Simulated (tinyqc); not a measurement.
Geometry optimisation on the UHF/sto-6g surface (energies and gradients from PySCF), for H2O, spin multiplicity 3, step by step. The optimisation ends on separated fragments, where the gradient is small because the surface is flat. One step of it, computed by the program tinyqc.

Task: Step 2: move. Quasi-Newton step p = -H^(-1) g (the inverse Hessian comes from BFGS updates; coordinates in the order x, y, z of each atom); steps longer than 0.5 bohr are cut back.

positions after step 1 (bohr):
```
            x          y          z
1O  -0.008577  -0.035194  -0.191389
2H   0.074371   1.937014   0.807218
3H   0.060818  -1.847018   1.060359
```

gradient (hartree/bohr):
```
              x            y            z
1O   0.00023698   0.01183963   0.00210673
2H  -0.00055860  -0.06366257  -0.00066637
3H   0.00032162   0.05182294  -0.00144036
```

inverse Hessian in use (bohr^2/hartree):
```
           1          2          3          4          5          6          7          8
1   1.665864   0.000342  -0.012000   0.000418   0.011092   0.004891   0.000385  -0.011434
2   0.000342   1.668499   0.004873  -0.000250  -0.014729  -0.001954  -0.000092   0.012896
3  -0.012000   0.004873   1.487302   0.006255   0.167017   0.073096   0.005746  -0.171891
4   0.000418  -0.000250   0.006255   1.666452  -0.005408  -0.002550  -0.000203   0.005658
5   0.011092  -0.014729   0.167017  -0.005408   1.564000  -0.068229  -0.005683   0.117395
6   0.004891  -0.001954   0.073096  -0.002550  -0.068229   1.636878  -0.002340   0.070183
7   0.000385  -0.000092   0.005746  -0.000203  -0.005683  -0.002340   1.666485   0.005775
8  -0.011434   0.012896  -0.171891   0.005658   0.117395   0.070183   0.005775   1.536375
9   0.007109  -0.002919   0.106269  -0.003704  -0.098788  -0.043308  -0.003405   0.101707

           9
1   0.007109
2  -0.002919
3   0.106269
4  -0.003704
5  -0.098788
6  -0.043308
7  -0.003405
8   0.101707
9   1.603706
```

Give: positions after step 2.

Result:

positions after step 2 (bohr):
```
         x       y       z
1O  -0.008  -0.057  -0.175
2H   0.075   2.030   0.800
3H   0.060  -1.919   1.051
```
